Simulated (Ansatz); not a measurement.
C₂H₅FO, SMILES `CC(O)F` at its PBE0-D4/def2-TZVP geometry, where that method's forces vanish. The species carries charge 0 and has multiplicity 1.

```xyz
9

C     0.1606    0.2668    0.9780
C     0.1227   -0.2374   -0.4337
O    -1.1062    0.0483   -0.9842
F     1.1171    0.3968   -1.1711
H    -0.0660    1.3341    0.9858
H    -0.5809   -0.2584    1.5811
H     1.1500    0.1050    1.4056
H     0.3578   -1.3081   -0.5019
H    -1.1550   -0.3471   -1.8595
```

(1) What forces (eV/Å) does PBE-D4/def2-TZVPP give on these atoms in the Gaussian-basis code of Ansatz? (Best estimate.)

## Answers

(1) Ansatz gave: 
```
C1  -0.013 -0.001  0.083
C2  -0.060 -0.280  0.313
O3  -0.579  0.319  0.192
F4   0.618  0.352 -0.416
H5  -0.045  0.213  0.012
H6  -0.140 -0.096  0.142
H7   0.185 -0.029  0.093
H8   0.064 -0.276 -0.004
H9  -0.030 -0.204 -0.415
```
